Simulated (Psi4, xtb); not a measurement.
**A ladder of methods for CCl3F (trichlorofluoromethane)**

CCl3F: 5 atoms, total charge 0, spin state singlet. As SMILES, `FC(Cl)(Cl)Cl`. The coordinates come from a PBE0-D4/def2-TZVP relaxation.

Each level gives the dipole moment (D). The values are calculated.

Measured value to compare with: NIST CCCBDB gives the dipole moment of the gas as 0.45 D.

| level | kind | program | value (D) | computed − measured | CPU time |
| --- | --- | --- | --- | --- | --- |
| GFN2-xTB | semi-empirical | xtb | 0.60 | +0.15 | under 2 s |
| SVWN5/6-31G* (spherical functions) | LDA | Psi4 | 0.13 | -0.32 | 13 s |
| revPBE/6-31G* (spherical functions) | GGA | Psi4 | 0.09 | -0.36 | 31 s |
| TPSS/6-31G* (spherical functions) | meta-GGA | Psi4 | 0.13 | -0.32 | 72 s |
| r2SCAN/6-31G* (spherical functions) | meta-GGA | Psi4 | 0.16 | -0.29 | 47 s |
| M06-2X/6-31G* (spherical functions) | hybrid meta-GGA | Psi4 | 0.28 | -0.17 | 56 s |
| wB97X-V/6-31G* (spherical functions) | range-separated hybrid | Psi4 | 0.21 | -0.24 | 94 s |

Nearest: GFN2-xTB (+0.15 D); farthest: revPBE/6-31G* (spherical functions) (-0.36 D). The measured dipole is a vibrational average, so differences of a few hundredths of a debye mean little. Computed less measured by kind, in D (6-31G* rows): semi-empirical +0.15; LDA -0.32; GGA -0.36; meta-GGA -0.32 to -0.29; global hybrid -0.17; range-separated hybrid -0.24. Magnitudes only: a small dipole may point the other way at some levels. Times are those of the runs behind each value, whatever else they computed, on shared processors of several kinds: orders of magnitude only.
